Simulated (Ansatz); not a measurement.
**BSi+ (triplet): the correlation ladder at distance Si1–B2 = 5.553 Å, cc-pVDZ**

Aim: climb from Hartree-Fock through coupled cluster and multireference methods for BSi+ (triplet) at one geometry and basis, and see what each rung misses.

Program: Ansatz 0.2.0, Gaussian basis. Level of theory: cc-pVDZ, core rule «outside noble gas», up to 6 orbitals frozen. These are calculated values, not measurements.

Plan: UHF; CCSD(T) on ROHF; CCSD(T) on UHF; BCCD(T) on ROHF; CISD; CCSDT(Q) on ROHF; CCSDT(Q) on UHF; CASSCF and MRCISD+Q, 4 electrons in 4 orbitals; CASSCF and NEVPT2, 4 electrons in 4 orbitals; CASSCF and MRCISD+Q, 6 electrons in 8 orbitals; CASSCF and NEVPT2, 6 electrons in 8 orbitals; Full CI.

17 further runs of the same task are left out: 1 for a known fault of the program, 13 that didn't finish, 3 set aside as unsound or not needed.

## 1. What is computed

The geometry derives from a PBE0/def2-TZVP stationary point (not a proven minimum). One bond is set to the value named and the two fragments are kept rigid.

2 atoms, charge 1, spin multiplicity 3.

Atoms are counted from 1 here; the program's logs count them from 0.

No contacts short enough for the rule that draws bonds.

## 2. UHF

File in.yaml:

```yaml
crystal:
  periodic: [false, false, false]
  atoms:
    - {symbol: Si, position_ang: [0.000000, 0.000000, 0.000000]}
    - {symbol: B, position_ang: [0.000000, 0.000000, 5.553000]}
basis:
  gaussian: {orbitals: cc-pVDZ}
total_charge: 1
magnetization: {spin_polarized: true, initial_magnetization: 2}
hamiltonian: {xc: hf}
output: {orbitals: {seedname: orbitals}}
```

Run with:

```sh
ansatz run in.yaml --threads 1 --pin off --events-out ev --progress --plain --max-ram 2393MiB
```

The runs that follow: CCSD(T) on ROHF; CCSD(T) on UHF; BCCD(T) on ROHF; CISD; CCSDT(Q) on ROHF; CCSDT(Q) on UHF; CASSCF and MRCISD+Q, 4 electrons in 4 orbitals; CASSCF and NEVPT2, 4 electrons in 4 orbitals; CASSCF and MRCISD+Q, 6 electrons in 8 orbitals; CASSCF and NEVPT2, 6 electrons in 8 orbitals; Full CI.

Q: Predict the results of all the runs planned. Wanted: FCI below the RHF energy; RMP2 from FCI; UMP2 from FCI; RCCSD from FCI; RCCSD(T) from FCI; UCCSD(T) from FCI; RCCSDT(Q) from FCI; UCCSDT(Q) from FCI; NEVPT2 pair from FCI.

**Answer**, as computed:

| quantity | value |
| --- | --- |
| FCI below the RHF energy | -3.3528 eV |
| RMP2 from FCI | +27.93 kcal/mol |
| UMP2 from FCI | +27.79 kcal/mol |
| RCCSD from FCI | +2.11 kcal/mol |
| RCCSD(T) from FCI | +0.87 kcal/mol |
| UCCSD(T) from FCI | +0.90 kcal/mol |
| RCCSDT(Q) from FCI | +0.02 kcal/mol |
| UCCSDT(Q) from FCI | +0.02 kcal/mol |
| NEVPT2 pair from FCI | +24.58 kcal/mol |
| MRCISD+Q pair from FCI | -0.95 kcal/mol |
| NEVPT2 valence from FCI | +12.57 kcal/mol |
| levels within 1 kcal/mol (43 meV) | RCCSD(T), UCCSD(T), BCCD(T), RCCSDT, UCCSDT, RCCSDT(Q), UCCSDT(Q), MRCISD+Q pair, MRCISD+Q valence |
| T1 diagnostic | 0.065 |
| effectively unpaired electrons | 2.14 |

In words: RCCSD(T) lands +0.87 kcal/mol from the yardstick (1.1 % of the correlation energy). MRCISD+Q pair falls below full CI: the +Q correction isn't variational, and the cores differ from full CI's. The occupations are near whole numbers, but T1 = 0.065 shows that the orbitals relax strongly. Of the multireference levels listed MRCISD+Q valence comes nearest in total energy (+0.82 kcal/mol), which doesn't show that its space is the better one. These misses are within one basis, not against nature; the frozen cores of restricted and unrestricted runs differ, which can shift their rows.
